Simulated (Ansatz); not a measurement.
# AlCl: the cost of one run

Program: Ansatz 0.2.0, Gaussian basis. Level of theory: PBE0-D4/def2-TZVP structures, single points in def2-TZVPP, no counterpoise correction. These are calculated values, not measurements.

Levels: SPW92, PBE-D4, BLYP-D4, r2SCAN-D4, B97M-V, PBE0-D4, B3LYP-D4, r2SCAN0-D4, BHLYP-D4, CAM-B3LYP-D4, wB97X-V, wB97M-V, B2PLYP, PBE-QIDH, RPA on PBE, Hartree-Fock, MP2, CCSD, CCSD(T).

Cores are frozen in the correlated methods. B3LYP uses VWN-RPA correlation. B2PLYP carries no dispersion term here.

56 further runs of the same task are left out: 56 set aside as unsound or not needed.

## 1. The system as given

The complex: 7 atoms, charge 0, spin multiplicity 1.

Atoms are counted from 1 here; the program's logs count them from 0.

Bond lengths: Al1–Cl4 2.148 Å, Si2–H3 1.489 Å, Si2–H5 1.485 Å, Si2–H6 1.484 Å, Si2–H7 1.485 Å. Angles: H3–Si2–H5 108.9°, H3–Si2–H6 109.0°, H3–Si2–H7 109.2°, H5–Si2–H6 109.7°, H5–Si2–H7 110.0°, H6–Si2–H7 110.0°.

As a file:

| atom | x (Å) | y (Å) | z (Å) |
| --- | --- | --- | --- |
| Al1 | -1.83649 | 0.93468 | 1.47011 |
| Si2 | 1.08138 | -0.16516 | -0.42677 |
| H3 | -0.35245 | -0.43566 | -0.72528 |
| Cl4 | -3.53342 | -0.10412 | 0.66172 |
| H5 | 1.39237 | -0.67030 | 0.93425 |
| H6 | 1.32010 | 1.29856 | -0.48320 |
| H7 | 1.92860 | -0.85799 | -1.43082 |

Its parts: AlCl holds atoms 1, 4; SiH4 holds atoms 2, 3, 5, 6, 7. Each part counts its atoms afresh in its own runs.

## 2. Relaxing AlCl alone

File relax-a/in.yaml:

```yaml
crystal:
  periodic: [false, false, false]
  atoms:
    - {symbol: Al, position_ang: [-1.836491, 0.934683, 1.470107]}
    - {symbol: Cl, position_ang: [-3.533416, -0.104124, 0.661716]}
basis:
  gaussian: {orbitals: def2-TZVP}
hamiltonian: {xc: pbe0, dispersion: d4}
relax: {f_tol: 0.005, max_steps: 200}
```

Command:

```bash
$ ansatz run in.yaml --threads 2 --pin off --events-out ev --progress --plain --max-ram 4352MiB
```

**Question.** How long does this run take on 2 threads of Arm Neoverse V1, shared host?

About 2.1 s.
